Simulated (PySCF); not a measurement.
Input of a run (PBE0-D3(BJ)/def2-SVP geometry optimisation, gas phase (PySCF 2.14.0)), started from GFN2-xTB:
```
{"job": {"xc": "PBE0", "basis": "def2-SVP", "d3": "d3bj", "grid": 1, "kind": "geom"}, "charge": 1, "multiplicity": 1}
C     -1.483431    -0.626477     0.294779
C     -1.029605     0.550453    -0.560442
P      0.794019     0.752110    -0.489748
C      1.738313     0.195778     0.917576
C      1.872309    -0.621003    -0.122949
H     -2.564473    -0.718783     0.227175
H     -1.223763    -0.483499     1.341935
H     -1.044782    -1.561230    -0.048849
H     -1.482064     1.486733    -0.217332
H     -1.308939     0.407524    -1.609510
H      1.358474     1.779614    -1.219965
H      2.029624     0.360560     1.934467
H      2.339932    -1.521293    -0.464865
```

Output (energies in Eh, forces in Eh/bohr):
```
step   0  E = -497.72657386  max force = 0.031941
step   1  E = -497.72801328  max force = 0.011082
step   2  E = -497.72891363  max force = 0.006161
step   3  E = -497.72952612  max force = 0.001592
step   4  E = -497.72957291  max force = 0.000810
step   5  E = -497.72959028  max force = 0.000338
step   6  E = -497.72960551  max force = 0.000557
step   7  E = -497.72962073  max force = 0.000689
step   8  E = -497.72963107  max force = 0.000426
optimisation converged
```

Question: Summarise the run.

Answer: The energy falls by 8.0 kJ/mol over 9 energy and gradient evaluations, the largest force component goes from 0.0319 to 4.3e-04 Eh/bohr, and the atoms move by 0.058 Å rms after alignment. The bond that changes most is C2–P3 (sp3 carbon bound to phosphorus to phosphonium phosphorus), which shortens by 0.032 Å. Bonds longer at the end by more than 0.005 Å: 8 of 13; shorter: 4. Among the angles that change most is C2–P3–H11, from 117.9° to 113.2°. The energy never rose by more than 1e-6 Eh on the way. The first step brought 47 % of the lowering.

Question: What are the final bond lengths?

Answer: C1–C2 1.521 Å, C2–P3 1.804 Å, P3–C4 1.755 Å, C4=C5 1.323 Å, P3–C5 1.754 Å, C1–H6 1.099 Å, C1–H7 1.100 Å, C1–H8 1.100 Å, C2–H9 1.104 Å, C2–H10 1.104 Å, P3–H11 1.411 Å, C4–H12 1.092 Å, C5–H13 1.092 Å. Numbering counts from 1 in the input's order; the species is `CC[PH+]1C=C1`.

The run used 114 basis functions and 59 SCF cycles in all. On Arm Neoverse V2, one thread, shared host with 96 logical CPUs at a one-minute load of 68, this took 26 s and 0.49 GiB of memory at its peak.

PBE0-D3(BJ)/def2-SVP frequencies: not computed here.

Conformer computed: `[CH3:1][CH2:2][PH+:3]1[CH:4]=[CH:5]1`: C1–C2–P3–C4 -26°.

One conformer stands for the species.
